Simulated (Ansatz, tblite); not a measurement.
**SiH(SiH3)3 (Si4H10): one state, many levels**

The task here is to estimate one member of a computed series from the others.

Program: Ansatz 0.2.0, Gaussian basis. Level of theory: as each input shows. These are calculated values, not measurements.

Levels to be run: GFN1-xTB, GFN2-xTB, PBE-D4/def2-TZVP, r2SCAN-D4/def2-TZVP, revPBE-D4/def2-TZVP, B2PLYP/def2-TZVP, CAM-B3LYP-D4/def2-TZVP, PBE-D4/def2-SVP, PBE0-D4/def2-SVP, HF/STO-3G, HF/6-31G, B3LYP-D4/6-31G, CCSD(T)/def2-TZVP, RPA/def2-TZVP.

2 further runs of the same task are left out: 2 set aside as unsound or not needed.

## The geometry

The singlet was relaxed beforehand with PBE-D4/def2-SVP.

14 atoms, charge 0, spin multiplicity 1.

Bond lengths: Si1–H2 1.510 Å, Si1–Si3 2.353 Å, Si1–Si7 2.353 Å, Si1–Si11 2.353 Å, Si3–H4 1.505 Å, Si3–H5 1.506 Å, Si3–H6 1.506 Å, Si7–H8 1.506 Å, Si7–H9 1.506 Å, Si7–H10 1.506 Å, Si11–H12 1.506 Å, Si11–H13 1.506 Å, Si11–H14 1.505 Å. Angles: H2–Si1–Si3 109.9°, H2–Si1–Si7 109.9°, H2–Si1–Si11 110.0°, Si3–Si1–Si7 109.0°, Si3–Si1–Si11 109.0°, Si7–Si1–Si11 109.0°, Si1–Si3–H4 110.9°, Si1–Si3–H5 110.8°, Si1–Si3–H6 108.8°, H4–Si3–H5 108.9°, H4–Si3–H6 108.6°, H5–Si3–H6 108.7°, Si1–Si7–H8 110.9°, Si1–Si7–H9 110.8°, Si1–Si7–H10 108.8°, H8–Si7–H9 108.8°, H8–Si7–H10 108.6°, H9–Si7–H10 108.7° and more.

PBE0-D4/def2-TZVP was run before; its log isn't repeated, and its numbers join the tables.

The first run:

Tight binding, by tblite at 300 K electronic temperature and without a spin-polarisation term:

```python
tblite.interface.Calculator('GFN1-xTB', numbers, positions, charge=0, uhf=0).singlepoint()
```

Tight binding, by tblite at 300 K electronic temperature and without a spin-polarisation term:

```python
tblite.interface.Calculator('GFN2-xTB', numbers, positions, charge=0, uhf=0).singlepoint()
```

start.molden holds the orbitals of an earlier run on this state, given as this run's starting guess.

The input, in.yaml:

```yaml
crystal:
  periodic: [false, false, false]
  atoms:
    - {symbol: Si, position_ang: [0.005018, 0.006333, 0.702415]}
    - {symbol: H, position_ang: [0.016177, 0.020714, 2.212354]}
    - {symbol: Si, position_ang: [2.210810, -0.008490, -0.115762]}
    - {symbol: H, position_ang: [2.940380, -1.248818, 0.326551]}
    - {symbol: H, position_ang: [2.968886, 1.199749, 0.366116]}
    - {symbol: H, position_ang: [2.171307, 0.015963, -1.620867]}
    - {symbol: Si, position_ang: [-1.100350, 1.917956, -0.109454]}
    - {symbol: H, position_ang: [-0.370507, 3.172425, 0.291000]}
    - {symbol: H, position_ang: [-2.509579, 1.985947, 0.416976]}
    - {symbol: H, position_ang: [-1.150220, 1.849310, -1.613146]}
    - {symbol: Si, position_ang: [-1.112563, -1.912315, -0.075281]}
    - {symbol: H, position_ang: [-0.452306, -3.163265, 0.440776]}
    - {symbol: H, position_ang: [-1.062863, -1.926725, -1.580293]}
    - {symbol: H, position_ang: [-2.554171, -1.908785, 0.358614]}
basis:
  gaussian: {orbitals: def2-TZVP, initial_orbitals: start.molden}
hamiltonian: {xc: pbe, dispersion: d4}
scf: {omitted_lower_state_checks: [starts]}
output: {orbitals: {seedname: orbitals}}
```

The run is started by

```
$ ansatz run in.yaml --threads 4 --pin off --events-out ev --progress --plain --max-ram 4787MiB
```

Steps of the session up to this table: PBE-D4/def2-TZVP; r2SCAN-D4/def2-TZVP; revPBE-D4/def2-TZVP; B2PLYP/def2-TZVP; CAM-B3LYP-D4/def2-TZVP; PBE-D4/def2-SVP; PBE0-D4/def2-SVP; HF/STO-3G; HF/6-31G; B3LYP-D4/6-31G; CCSD(T)/def2-TZVP; RPA/def2-TZVP.

One of the session's tables, all rows but one given; the rest of the session is left out.

| method | binding an atom (eV) |
| --- | --- |
| HF/STO-3G | 3.337 |
| HF/6-31G | 1.954 |
| HF/def2-TZVP | 2.290 |
| PBE-D4/def2-SVP | 2.922 |
| PBE-D4/def2-TZVP | 2.928 |
| revPBE-D4/def2-TZVP | 2.901 |
| r2SCAN-D4/def2-TZVP | 2.972 |
| B3LYP-D4/6-31G | 2.757 |
| PBE0-D4/def2-SVP | 2.924 |
| PBE0-D4/def2-TZVP | 2.936 |
| CAM-B3LYP-D4/def2-TZVP | 2.976 |
| MP2/def2-TZVP | 2.796 |
| CCSD/def2-TZVP | ? |
| CCSD(T)/def2-TZVP | 2.853 |

**Question.** Estimate the row for CCSD/def2-TZVP.

As computed: binding an atom (eV): 2.833. In the column «binding an atom (eV)» it lies between MP2/def2-TZVP (2.796) and CCSD(T)/def2-TZVP (2.853).

Among the levels timed on like hardware and quicker than the yardstick, those that no quicker one beats, quickest first: HF/STO-3G (0.61 s, +0.484 eV); B3LYP-D4/6-31G (2.8 s, -0.096 eV); PBE-D4/def2-SVP (3 s, +0.069 eV); revPBE-D4/def2-TZVP (5.5 s, +0.048 eV).

Limits of these values: Free atoms were run apart at each level; binding is atoms less cluster, divided by the number of atoms, without zero-point or spin-orbit terms.
